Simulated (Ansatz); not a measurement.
Consider the ligand exchange at a B–Cl bond: `CBCl` + H–F → `CBF` + HCl.

Program: Ansatz. Geometries: PBE0-D4/def2-TZVP. ΔE: electronic, gas phase. CCSD(T)/CBS is the MP2 limit (def2-TZVPP, def2-QZVPP) plus CCSD(T) − MP2 in def2-TZVPP, frozen cores. This one scheme is used for every species. Functionals use def2-TZVPP. B3LYP here is the variant with VWN-RPA as its local correlation; programs differ in this. HSE06 is defined as in plane-wave codes.

`CBCl`:

Z-matrix (Å, degrees):
```
C
B 1 1.548
H 1 1.097 2 109.5
H 1 1.090 2 114.9 3 123.3
H 1 1.097 2 108.9 3 -114.1
Cl 2 1.750 1 121.7 3 -125.1
H 2 1.194 1 122.7 3 55.2
```

H–F:

Cartesian coordinates in Å:
```
F -0.159 0.418 -0.108
H 0.159 -0.418 0.108
```

`CBF`:

```xyz
7

C     0.565    0.307   -0.244
B    -0.707   -0.394    0.306
F    -1.753    0.320    0.701
H     0.500    1.396   -0.260
H     0.774   -0.052   -1.258
H     1.437    0.010    0.351
H    -0.817   -1.587    0.403
```

HCl:

```xyz
2

Cl    0.277    0.303    0.490
H    -0.277   -0.303   -0.490
```

Problem. Is it downhill or uphill in electronic energy at CCSD(T)/CBS, and by how much? (Best estimate.)

Solution. Computed: Downhill: ΔE = -10.9 kcal/mol.

Problem. What do these levels give: PBE-D4, revPBE-D4, BLYP-D4, B3LYP-D4, revPBE, BLYP, r2SCANh, HSE06, SCS-MP2/def2-TZVPP, SCS-MP2/def2-QZVPP, HF/CBS(def2), MP2/CBS(def2)? (An estimate is asked.)

Solution. Ansatz gave: PBE-D4 -10.8, revPBE-D4 -10.0, BLYP-D4 -12.8, B3LYP-D4 -12.8, revPBE -11.4, BLYP -14.1, r2SCANh -12.2, HSE06 -11.3, SCS-MP2/def2-TZVPP -11.9, SCS-MP2/def2-QZVPP -11.4, HF/CBS(def2) -15.5, MP2/CBS(def2) -9.5 kcal/mol.

Largest T1 diagnostic among the species: 0.012.

At CCSD(T), def2-SVP lies −3.8 kcal/mol from the extrapolated value and def2-TZVPP −1.0 kcal/mol. In def2-TZVPP, CCSD(T) changes the Hartree–Fock value by +3.4 kcal/mol (the triples alone add +0.6 kcal/mol) and MP2 by +4.8 kcal/mol.
